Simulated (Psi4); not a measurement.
**One shape, several levels: doublet CH5BF**

Wanted: a comparison of 3 runs (UBHLYP/aug-cc-pVDZ, UCAM-B3LYP/aug-cc-pVDZ, UM06-2X/aug-cc-pVDZ) of doublet CH5BF. 

The results are computed with Psi4 1.11.

## 1. The system as given

CH5BF: 8 atoms, total charge 0, spin state doublet. SMILES of the parent species: `[BH3-]CF`. Geometry: relaxed at GFN2-xTB. That shape belongs to the parent species and isn't relaxed for this state.

Bond lengths: B1–C2 1.647 Å, C2–F3 1.416 Å, B1–H4 1.217 Å, B1–H5 1.217 Å, B1–H6 1.226 Å, C2–H7 1.100 Å, C2–H8 1.101 Å. Some angles: B1–C2–F3 115.9°, B1–C2–H7 112.4°, B1–C2–H8 112.5°, F3–C2–H7 103.9°, F3–C2–H8 103.9°, C2–B1–H4 110.7°, C2–B1–H5 110.6°, C2–B1–H6 105.8°, H7–C2–H8 107.3°, H4–B1–H5 110.4°.

## 2. Energy and gradient at UBHLYP/aug-cc-pVDZ (run 1)

calc.py reads:

```python
import psi4

psi4.set_memory('1600 MB')
psi4.set_num_threads(1)
psi4.core.set_output_file('psi4.out', False)

m = psi4.geometry("""
0 2
B     -0.551780     0.539550    -0.373100
C      0.485140    -0.493460     0.382030
F      1.540350    -1.002140    -0.412970
H     -1.114370    -0.016270    -1.298200
H      0.038640     1.528210    -0.767380
H     -1.377000     0.863650     0.473950
H      0.998440    -0.024140     1.234850
H     -0.019400    -1.395390     0.760820
symmetry c1
""")

options = {'basis': 'aug-cc-pVDZ', 'reference': 'uks', 'puream': True, 'e_convergence': 1e-09, 'd_convergence': 1e-08, 'scf_type': 'pk', 'dft_radial_points': 99, 'dft_spherical_points': 590, 'maxiter': 200}
psi4.set_options(options)

energy_value, wavefunction = psi4.gradient('bhhlyp', return_wfn=True)
print('gradient / Eh bohr^-1')
print(energy_value.np.round(6))
print(f'energy = {wavefunction.energy():.10f} Eh')
```

Run with:

```sh
$ python calc.py
```

psi4.out:

```text
[...]
  Running in c1 symmetry.
[...]
  Nuclear repulsion =   69.147873280616494
[...]
  Multiplicity = 2
[...]
  Nalpha       = 13
  Nbeta        = 12
[...]
    Number of basis functions: 114
[...]
   @UKS iter   1:  -165.42664575844611   -5.43783e-01   4.03948e-03 DIIS/ADIIS
[...]
   @UKS iter  22:  -165.58163894037759    4.22489e-10   7.09276e-09 DIIS
[...]
   @S^2 Observed:                7.622610636E-01
[...]
  @UKS Final Energy:  -165.58163894037759
   => Energetics <=
    Nuclear Repulsion Energy =             69.1478732806164942
    One-Electron Energy =                -363.6601680089308957
    Two-Electron Energy =                 140.1755674106827598
    DFT Exchange-Correlation Energy =     -11.2449116227459651
    Empirical Dispersion Energy =           0.0000000000000000
    VV10 Nonlocal Energy =                  0.0000000000000000
    Total Energy =                       -165.5816389403775872
[...]
  -Total Gradient:
     Atom            X                  Y                   Z
    ------   -----------------  -----------------  -----------------
       1       -0.012912316011     0.044767194430    -0.106676492770
       2        0.006661025135    -0.012831093855     0.023939509276
       3        0.006316645210    -0.005076002801     0.001007894418
       4        0.000268104981    -0.008810597328     0.040688102503
       5       -0.004370701844    -0.014516906002     0.038622052036
       6       -0.004687634105     0.001230196838     0.008069472649
       7        0.005468233254    -0.000898805646    -0.002362415158
       8        0.003265759189    -0.003869279348    -0.003292534333
[...]
```

On the terminal:

```text
gradient / Eh bohr^-1
[[-0.012912  0.044767 -0.106676]
 [ 0.006661 -0.012831  0.02394 ]
 [ 0.006317 -0.005076  0.001008]
 [ 0.000268 -0.008811  0.040688]
 [-0.004371 -0.014517  0.038622]
 [-0.004688  0.00123   0.008069]
 [ 0.005468 -0.000899 -0.002362]
 [ 0.003266 -0.003869 -0.003293]]
energy = -165.5816389404 Eh
```

Run time: 1.9 min. Hardware: 1 thread of AMD EPYC 7R43 (Zen 3), shared host; peak memory 0.68 GiB.

## 3. The energy at UCAM-B3LYP/aug-cc-pVDZ (run 2)

job.in reads:

```
memory 1600 MB

molecule {
  0 2
  B     -1.04271308     1.01960173    -0.70505682
  C      0.91678173    -0.93250425     0.72193207
  F      2.91083964    -1.89377014    -0.78040020
  H     -2.10585410    -0.03074584    -2.45324245
  H      0.07301902     2.88789836    -1.45013803
  H     -2.60215287     1.63206197     0.89563570
  H      1.88677815    -0.04561799     2.33352830
  H     -0.03666069    -2.63690494     1.43774143
  units au
  symmetry c1
}

set reference uks
set puream true
set e_convergence 1e-09
set d_convergence 1e-08
set scf_type pk
set dft_radial_points 99
set dft_spherical_points 590
set maxiter 200

result, w = energy('cam-b3lyp/aug-cc-pVDZ', return_wfn=True)
oeprop(w, 'MAYER_INDICES', 'WIBERG_LOWDIN_INDICES', 'QUADRUPOLE')
```

Run with:

```sh
$ psi4 job.in job.out -n 1
```

job.out:

```text
[...]
  Running in c1 symmetry.
[...]
  Nuclear repulsion =   69.147873272336682
[...]
  Multiplicity = 2
[...]
  Nalpha       = 13
  Nbeta        = 12
[...]
    Number of basis functions: 114
[...]
   @UKS iter   1:  -165.41773189588815   -4.99772e-01   4.40903e-03 ADIIS/DIIS
[...]
   @UKS iter  20:  -165.59759545918689   -1.33468e-10   7.95428e-09 DIIS
[...]
   @S^2 Observed:                7.584564882E-01
[...]
  @UKS Final Energy:  -165.59759545918689
   => Energetics <=
    Nuclear Repulsion Energy =             69.1478732723366818
    One-Electron Energy =                -363.5422958973063032
    Two-Electron Energy =                 144.5268307183587808
    DFT Exchange-Correlation Energy =     -15.7300035525760755
    Empirical Dispersion Energy =           0.0000000000000000
    VV10 Nonlocal Energy =                  0.0000000000000000
    Total Energy =                       -165.5975954591868913
[...]
 Multipole Moments:
 ------------------------------------------------------------------------------------
     Multipole            Electronic (a.u.)      Nuclear  (a.u.)        Total (a.u.)
 ------------------------------------------------------------------------------------
 L = 1.  Multiply by 2.5417464519 to convert [e a0] to [Debye]
 Dipole X            :          3.5079359           -3.9409845           -0.4330486
 Dipole Y            :         -2.1386123            2.3980603            0.2594480
 Dipole Z            :         -1.3764682            1.5370627            0.1605946
 Magnitude           :                                                    0.5297499
 L = 2.  Multiply by 1.3450342976 to convert [e a0^2] to [Debye ang]
 Quadrupole XX       :        -96.1971906           79.6625128          -16.5346778
 Quadrupole XY       :         51.4135414          -49.4800578            1.9334837
[...]
```

Wall time 2.9 min (1 thread of AMD EPYC 7R43 (Zen 3), shared host); peak memory 0.83 GiB.

## 4. Energy and forces at UM06-2X/aug-cc-pVDZ (run 3)

ch5bf.json reads:

```json
{
 "schema_name": "qcschema_input",
 "schema_version": 1,
 "molecule": {
  "schema_name": "qcschema_molecule",
  "schema_version": 2,
  "symbols": ["B", "C", "F", "H", "H", "H", "H", "H"],
  "geometry": [-1.04271308, 1.01960173, -0.70505682, 0.91678173, -0.93250425, 0.72193207, 2.91083964, -1.89377014, -0.7804002, -2.1058541, -0.03074584, -2.45324245, 0.07301902, 2.88789836, -1.45013803, -2.60215287, 1.63206197, 0.8956357, 1.88677815, -0.04561799, 2.3335283, -0.03666069, -2.63690494, 1.43774143],
  "molecular_charge": 0,
  "molecular_multiplicity": 2,
  "fix_symmetry": "c1",
  "fix_com": true,
  "fix_orientation": true
 },
 "driver": "gradient",
 "model": {
  "method": "m06-2x",
  "basis": "aug-cc-pVDZ"
 },
 "keywords": {
  "reference": "uks",
  "puream": true,
  "e_convergence": 1e-09,
  "d_convergence": 1e-08,
  "scf_type": "pk",
  "dft_radial_points": 99,
  "dft_spherical_points": 590,
  "maxiter": 200,
  "scf_properties": ["WIBERG_LOWDIN_INDICES", "QUADRUPOLE", "DIPOLE"]
 }
}
```

Run with:

```sh
$ psi4 --qcschema ch5bf.json -n 1 --memory 1600MB
```

stdout:

```text
[...]
  Running in c1 symmetry.
[...]
  Nuclear repulsion =   69.147873272336696
[...]
  Multiplicity = 2
[...]
  Nalpha       = 13
  Nbeta        = 12
[...]
    Number of basis functions: 114
[...]
   @UKS iter   1:  -165.42323948341203   -4.70888e-01   4.24142e-03 DIIS/ADIIS
[...]
   @UKS iter  21:  -165.59004630518746   -1.10788e-10   9.80527e-09 DIIS
[...]
   @S^2 Observed:                7.563424208E-01
[...]
  @UKS Final Energy:  -165.59004630518746
   => Energetics <=
    Nuclear Repulsion Energy =             69.1478732723366960
    One-Electron Energy =                -363.5616392127332688
    Two-Electron Energy =                 139.2360830117381454
    DFT Exchange-Correlation Energy =     -10.4123633765290489
    Empirical Dispersion Energy =           0.0000000000000000
    VV10 Nonlocal Energy =                  0.0000000000000000
    Total Energy =                       -165.5900463051874567
[...]
  -Total Gradient:
     Atom            X                  Y                   Z
    ------   -----------------  -----------------  -----------------
       1       -0.012607741289     0.042006956877    -0.100756621992
       2        0.006450601253    -0.015422145972     0.031797348969
       3        0.005856443960    -0.004681169426     0.000766498832
       4        0.000842052369    -0.006781980107     0.038758489419
       5       -0.005581755430    -0.014315689694     0.036115614749
       6       -0.003525203748     0.001222299722     0.006525527169
       7        0.003083478219    -0.002692051843    -0.007262839048
       8        0.005543764381     0.000630129003    -0.005983170956
[...]
```

The result, in JSON:

```text
{
 "driver": "gradient",
 "model": {
  "method": "m06-2x",
  "basis": "aug-cc-pVDZ"
 },
 "success": true,
 "return_result": [-0.012607741289056604, 0.04200695687677707, -0.10075662199194753, 0.006450601253140176, -0.015422145971528255, 0.031797348968896154, 0.0058564439604604085, -0.004681169426210698, 0.0007664988322508698, 0.0008420523692803938, -0.00678198010655387, 0.0387584894188635, -0.005581755429506834, -0.01431568969383347, 0.036115614748757324, -0.003525203748277736, 0.001222299721503839, 0.006525527168774609, 0.0030834782192201496, -0.0026920518433076537, -0.007262839048212864, 0.005543764381430144, 0.0006301290030755607, -0.0059831709563451865],
 "properties": {
  "calcinfo_nbasis": 114,
  "calcinfo_nmo": 114,
  "calcinfo_nalpha": 13,
  "calcinfo_nbeta": 12,
  "calcinfo_natom": 8,
  "nuclear_repulsion_energy": 69.1478732723367,
  "return_energy": -165.59004630518746,
  "return_gradient": [-0.012607741289056604, 0.04200695687677707, -0.10075662199194753, 0.006450601253140176, -0.015422145971528255, 0.031797348968896154, 0.0058564439604604085, -0.004681169426210698, 0.0007664988322508698, 0.0008420523692803938, -0.00678198010655387, 0.0387584894188635, -0.005581755429506834, -0.01431568969383347, 0.036115614748757324, -0.003525203748277736, 0.001222299721503839, 0.006525527168774609, 0.0030834782192201496, -0.0026920518433076537, -0.007262839048212864, 0.005543764381430144, 0.0006301290030755607, -0.0059831709563451865],
  "scf_one_electron_energy": -363.56163921273327,
  "scf_two_electron_energy": 139.23608301173815,
  "scf_xc_energy": -10.412363376529049,
  "scf_dipole_moment": [-0.44851656048355437, 0.27813570049271163, 0.13625798950904322],
  "scf_total_energy": -165.59004630518746,
  "scf_total_gradient": [-0.012607741289056604, 0.04200695687677707, -0.10075662199194753, 0.006450601253140176, -0.015422145971528255, 0.031797348968896154, 0.0058564439604604085, -0.004681169426210698, 0.0007664988322508698, 0.0008420523692803938, -0.00678198010655387, 0.0387584894188635, -0.005581755429506834, -0.01431568969383347, 0.036115614748757324, -0.003525203748277736, 0.001222299721503839, 0.006525527168774609, 0.0030834782192201496, -0.0026920518433076537, -0.007262839048212864, 0.005543764381430144, 0.0006301290030755607, -0.0059831709563451865],
  "scf_iterations": 21
 }
}
```

Wall time 5.8 min (1 thread of AMD EPYC 7R43 (Zen 3), shared host); peak memory 0.7 GiB.

## 5. The series

| run | level | task | energy (Eh) | dipole moment (D) | HOMO energy (eV) | LUMO energy (eV) | wall time |
| --- | --- | --- | --- | --- | --- | --- | --- |
| 1 | UBHLYP/aug-cc-pVDZ | gradient | -165.581639 | 1.61 | -9.97 | -5.97 | 1.9 min |
| 2 | UCAM-B3LYP/aug-cc-pVDZ | energy | -165.597595 | 1.35 | -10.02 | -5.83 | 2.9 min |
| 3 | UM06-2X/aug-cc-pVDZ | gradient | -165.590046 | 1.39 | -9.87 | -6.10 | 5.8 min |

## 6. Results

| quantity | value |
| --- | --- |
| run 3: total energy | -165.59005 Eh |
| run 3: dipole moment | 1.39 D |
| run 3: HOMO energy (highest over α and β) | -9.87 eV |
| run 3: LUMO energy (lowest over α and β) | -6.10 eV |
| run 3: ⟨S²⟩ | 0.756 |
| run 3: largest force on an atom | 5.651 eV/Å |

**Reading.** The dipole moment (its size) runs from 1.35 D (UCAM-B3LYP/aug-cc-pVDZ) to 1.61 D (UBHLYP/aug-cc-pVDZ). Totals of different functionals can't be ranked against each other. All runs together took 11 min, the longest 5.8 min.
